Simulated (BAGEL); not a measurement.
# One shape, several levels: triplet HOF

Aim: a comparison of 5 runs (UHF/3-21G, ROHF/6-31G*, ROHF/aug-cc-pVTZ, UHF/aug-cc-pVTZ, FCI/STO-3G) of triplet HOF. 

The results are computed with BAGEL 1.2.2.

7 further runs of the same task are left out: 7 set aside as unsound or not needed.

## Step 1: Starting point

HOF: 3 atoms, total charge 0, spin state triplet. As SMILES of the parent species, `OF`. The shape is that of a PBE0-D4/def2-TZVP optimisation. That shape belongs to the parent species and isn't relaxed for this state.

Bond lengths: O1–F2 1.406 Å, O1–H3 0.969 Å. Angles: F2–O1–H3 99.1°.

## Step 2: A single-point energy at UHF/3-21G (density fitting with cc-pvqz-jkfit) (run 1)

File job.json:

```json
{ "bagel" : [

{
  "title" : "molecule",
  "basis" : "3-21g",
  "df_basis" : "cc-pvqz-jkfit",
  "angstrom" : "true",
  "geometry" : [
    { "atom" : "O", "xyz" : [       0.430590,      -0.210340,       0.216330 ] },
    { "atom" : "F", "xyz" : [      -0.221910,       1.014620,      -0.010980 ] },
    { "atom" : "H", "xyz" : [      -0.208690,      -0.804280,      -0.205350 ] }
  ]
},

{
  "title" : "uhf",
  "nopen" : 2
},

{
  "title" : "print",
  "file" : "orbitals.molden",
  "orbitals" : "true"
}

]}
```

Command:

```bash
$ BAGEL_NUM_THREADS=1 BAGEL job.json > job.out
```

Log:

```text
* using 1 threads per process

  ===============================================================
  ===============================================================

  *** Geometry ***

  { "atom" : "O", "xyz" : [      0.813697,     -0.397485,      0.408804 ] },
  { "atom" : "F", "xyz" : [     -0.419349,      1.917354,     -0.020749 ] },
  { "atom" : "H", "xyz" : [     -0.394367,     -1.519869,     -0.388055 ] },

  Number of auxiliary basis functions:      263

  Since a DF basis is specified, we compute 2- and 3-index integrals:
    o Being stored without compression. Storage requirement is 0.001 GB

  Number of basis functions:       20
  Number of electrons      :       18

    * METHOD: MOLECULE                             0.03

  *** Open-shell HF ***

  === Nuclear Repulsion ===
    34.0627011079

      * DIIS with orbital gradients will be used.

  === UHF iteration (3-21g) ===
      0       -173.60273513          0.06804037           0.00
      1       -173.65307073          0.03641696           0.00
      2       -173.66405385          0.02222884           0.00
      3       -173.66918787          0.00510360           0.00
      4       -173.67102155          0.00390362           0.00
      5       -173.67259204          0.00257005           0.00
[... 13 lines of this table left out ...]
     19       -173.67363046          0.00000001           0.00
     20       -173.67363046          0.00000001           0.00
    * SCF iteration converged.

    * S^2 (UHF) is 2.0145

    * Permanent dipole moment:
           (    0.256228,     1.064049,     0.260621) a.u.

    * METHOD: UHF                                  0.11

    * METHOD: PRINT                                0.00

  ===============================================================
```

Run time: 0.3 s. Hardware: 1 thread of Arm Neoverse V2, shared host.

## Step 3: A single-point energy at ROHF/6-31G(d) (density fitting with cc-pvqz-jkfit, spherical functions) (run 2)

File calc.json:

```json
{ "bagel": [

{
  "title": "molecule",
  "basis": "6-31gs.json",
  "df_basis": "cc-pvqz-jkfit",
  "angstrom": "true",
  "geometry": [
    { "atom": "O", "xyz": [    0.430590,   -0.210340,    0.216330 ] },
    { "atom": "F", "xyz": [   -0.221910,    1.014620,   -0.010980 ] },
    { "atom": "H", "xyz": [   -0.208690,   -0.804280,   -0.205350 ] }
  ]
},
{
  "title": "rohf",
  "nopen": 2
},
{
  "title": "print",
  "file": "orbitals.molden",
  "orbitals": "true"
}

]}
```

The basis set 6-31G* is read from a file made from the Basis Set Exchange's data (not shown).

Command:

```bash
$ BAGEL_NUM_THREADS=1 BAGEL calc.json > calc.out
```

Log:

```text
* using 1 threads per process

  ===============================================================
  ===============================================================

  *** Geometry ***

  { "atom" : "O", "xyz" : [      0.813697,     -0.397485,      0.408804 ] },
  { "atom" : "F", "xyz" : [     -0.419349,      1.917354,     -0.020749 ] },
  { "atom" : "H", "xyz" : [     -0.394367,     -1.519869,     -0.388055 ] },

  Number of auxiliary basis functions:      263

  Since a DF basis is specified, we compute 2- and 3-index integrals:
    o Being stored without compression. Storage requirement is 0.002 GB

  Number of basis functions:       30
  Number of electrons      :       18

    * METHOD: MOLECULE                             0.04

  *** Open-shell HF ***

  === Nuclear Repulsion ===
    34.0627011079

      * DIIS with orbital gradients will be used.

  === ROHF iteration (6-31gs.json) ===
      0       -174.51299424          0.05546886           0.01
      1       -174.56418232          0.02910239           0.01
      2       -174.57473388          0.02071679           0.01
      3       -174.58576568          0.00411805           0.01
      4       -174.58710286          0.00339260           0.01
      5       -174.58936272          0.00216229           0.01
[... 12 lines of this table left out ...]
     18       -174.59114174          0.00000001           0.01
     19       -174.59114174          0.00000000           0.01
    * SCF iteration converged.

    * S^2 (ROHF) is 2.0000

    * Permanent dipole moment:
           (    0.201296,     1.048607,     0.228334) a.u.

    * METHOD: ROHF                                 0.20

    * METHOD: PRINT                                0.00

  ===============================================================
```

Run time: 0.4 s. Hardware: 1 thread of Arm Neoverse V2, shared host.

Runs 3 to 4 aren't shown in full; the table further down has their settings and results.

## Step 4: The energy at FCI/STO-3G (density fitting with cc-pvqz-jkfit) (run 5)

File fci.json:

```json
{ "bagel" : [

{
  "title" : "molecule",
  "basis" : "sto-3g",
  "df_basis" : "cc-pvqz-jkfit",
  "angstrom" : "true",
  "geometry" : [
    { "atom" : "O", "xyz" : [       0.430590,      -0.210340,       0.216330 ] },
    { "atom" : "F", "xyz" : [      -0.221910,       1.014620,      -0.010980 ] },
    { "atom" : "H", "xyz" : [      -0.208690,      -0.804280,      -0.205350 ] }
  ]
},

{ "title" : "hf" },

{ "title" : "fci", "nstate" : 1, "ncore" : 2, "nspin" : 2 }

]}
```

Command:

```bash
$ BAGEL_NUM_THREADS=1 BAGEL fci.json > fci.out
```

Log:

```text
* using 1 threads per process

  ===============================================================
  ===============================================================

  *** Geometry ***

  { "atom" : "O", "xyz" : [      0.813697,     -0.397485,      0.408804 ] },
  { "atom" : "F", "xyz" : [     -0.419349,      1.917354,     -0.020749 ] },
  { "atom" : "H", "xyz" : [     -0.394367,     -1.519869,     -0.388055 ] },

  Number of auxiliary basis functions:      263

[... 21 lines left out ...]
    * SCF iteration converged.
[... 1 line left out ...]
    * Permanent dipole moment:
[... 35 lines left out ...]
     * ci vector, state   0, <S^2> = 2.0000
       222222aa.     0.9511798101
       222aa222.     0.1933504918
       222a222a.    -0.1154444090
       222a2a22.    -0.0985937529
       22aa2222.     0.0674011800
       22.222aa2    -0.0597694843
       222222a.a    -0.0539521202
       2222a2a2.    -0.0514443553

    * METHOD: FCI                                  0.01

  ===============================================================
```

Run time: 0.24 s. Hardware: 1 thread of Arm Neoverse V2, shared host.

## Step 5: Overview of the runs

| run | level | start charge | start multiplicity | energy (Eh) | dipole moment (D) | ⟨S²⟩ | wall time |
| --- | --- | --- | --- | --- | --- | --- | --- |
| 1 | UHF/3-21G (density fitting with cc-pvqz-jkfit) | – | – | -173.673630 | 2.86 | 2.014 | 0.3 s |
| 2 | ROHF/6-31G* (density fitting with cc-pvqz-jkfit, spherical functions) | – | – | -174.591142 | 2.78 | 2.000 | 0.4 s |
| 3 | ROHF/aug-cc-pVTZ (density fitting with cc-pvqz-jkfit) | – | – | -174.677464 | 2.83 | 2.000 | 1.4 s |
| 4 | UHF/aug-cc-pVTZ (density fitting with cc-pvqz-jkfit) | – | – | -174.693167 | 2.79 | 2.028 | 1.4 s |
| 5 | FCI/STO-3G (density fitting with cc-pvqz-jkfit) | 0 | 1 | -172.262635 | – | – | 0.24 s |

## Step 6: Outcome

```
           quantity          value
run 5: total energy  -172.26264 Eh
```

In words: Over runs 1, 2, 3, 4 the dipole moment (its size) runs from 2.78 D (ROHF/6-31G*) to 2.86 D (UHF/3-21G). The two ends differ in method and basis. In run 5 the basis is minimal, so the values are rough. All runs together took 3.7 s, the longest 1.4 s.
